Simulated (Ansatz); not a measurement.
Program: Ansatz. Geometries: PBE0-D4/def2-TZVP. ΔE: electronic, gas phase. CCSD(T)/CBS adds triple-zeta CCSD(T) − MP2 to the extrapolated MP2 energy (def2 sets, frozen cores). Functionals use def2-TZVPP. Each species was taken in one conformer, which may not be the lowest.

`F/C=C(\F)CF` → `C=CC(F)(F)F`  (isomerisation)

(1) Is it downhill or uphill in electronic energy at CCSD(T)/CBS, and by how much? (An estimate is asked.)

(2) What do these levels give: BLYP-D4, B97M-V, ωB97X-V, ωB97M-V, PBE-QIDH, PBE, revPBE, r2SCAN0, MP2/def2-SVP, SCS-MP2/def2-TZVPP, CCSD(T)/def2-TZVPP, CCSD/CBS(def2)? (An estimate is asked.)

Largest T1 diagnostic among the species: 0.012.

Answers

(1) The calculation gave: Downhill: ΔE = -25.1 kcal/mol.

(2) Computed: BLYP-D4 -21.0, B97M-V -24.6, ωB97X-V -24.3, ωB97M-V -25.0, PBE-QIDH -25.5, PBE -21.7, revPBE -20.9, r2SCAN0 -25.6, MP2/def2-SVP -30.2, SCS-MP2/def2-TZVPP -25.3, CCSD(T)/def2-TZVPP -25.7, CCSD/CBS(def2) -24.9 kcal/mol.

Leaving LDA and LC-ωPBE aside and taking each functional with its dispersion term where it has one, the values, not all of them listed here, spread over 4.6 kcal/mol, from r2SCAN0-D4 to BLYP-D4. LDA lies −2.0 kcal/mol from PBE without D4. From PBE to PBE0 (25 % exact exchange), in def2-TZVPP and without D4, ΔE moves by −1.6 kcal/mol.
